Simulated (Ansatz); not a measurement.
Geometry optimisation, RKS PBE-D4/def2-SVP in Ansatz 0.2.0.

The input (input.yaml):

```yaml
crystal:
  periodic: [false, false, false]
  atoms:
    - { symbol: "N", position_ang: [-1.211, 0.5917, -0.9563] }
    - { symbol: Si, position_ang: [0.3312, 0.6268, -0.158] }
    - { symbol: Al, position_ang: [0.4444, -1.2339, 1.2685] }
    - { symbol: H, position_ang: [-1.2251, -0.2111, -1.5652] }
    - { symbol: H, position_ang: [-1.2595, 1.4459, -1.637] }
    - { symbol: H, position_ang: [0.4913, 1.8802, 0.6246] }
    - { symbol: H, position_ang: [1.4268, 0.5532, -1.164] }
    - { symbol: H, position_ang: [1.6549, -2.3146, 1.0504] }
    - { symbol: H, position_ang: [-0.5646, -1.3845, 2.5199] }
basis:
  gaussian: { orbitals: def2-SVP }
hamiltonian:
  xc: pbe
  dispersion: d4
relax:
  f_tol: 0.02
  max_steps: 40
scf:
  lower_state_search: "off"
output:
  orbitals: {}
```

Run as:

```bash
$ ansatz run input.yaml --threads 1 --pin off --max-ram 2048MiB --backend cpu --events-out ev --progress --plain --runs-dir out
```

Task: Where does it end, and by what steps?

Result: It converged. After 24 steps the energy has fallen by 0.369 eV; H9 moved furthest, 1.57 Å.

```
step  energy less start (eV)  largest force component (eV/Å)  accepted
   0                  0.0000                           2.608       yes
   1                 -0.2546                           0.712       yes
   2                 -0.2871                           0.283       yes
   3                 -0.2953                           0.243       yes
   4                 -0.3009                           0.179       yes
   5                 -0.3050                           0.118       yes
   6                 -0.3082                           0.047       yes
   7                 -0.3101                           0.220       yes
   8                 -0.3170                           0.189       yes
   9                 -0.3255                           0.135       yes
  10                 -0.3320                           0.230       yes
  11                 -0.3405                           0.162       yes
  12                 -0.3515                           0.084       yes
  13                 -0.3570                           0.171       yes
  14                 -0.3596                           0.210       yes
  15                 -0.3657                           0.045       yes
  16                 -0.3649                           0.146        no
  17                 -0.3667                           0.025       yes
  18                 -0.3677                           0.050       yes
  19                 -0.3682                           0.029       yes
  20                 -0.3685                           0.051       yes
  21                 -0.3687                           0.048       yes
  22                 -0.3687                           0.037       yes
  23                 -0.3688                           0.022       yes
  24                 -0.3688                           0.010       yes
```

```xyz
9
Properties=species:S:1:pos:R:3
N -1.198 0.835 -0.762
Si 0.496 0.534 -0.383
Al 0.516 -1.287 1.274
H -1.760 0.026 -1.044
H -1.424 1.629 -1.369
H 1.047 1.820 0.189
H 1.416 0.217 -1.557
H 1.694 -1.475 2.349
H -0.698 -2.345 1.285
```

Whether the end is a true minimum wasn't checked by a vibrational analysis.

Run time: 42 s on 1 thread of Arm Neoverse V1 (shared host), peak memory 0.11 GiB.
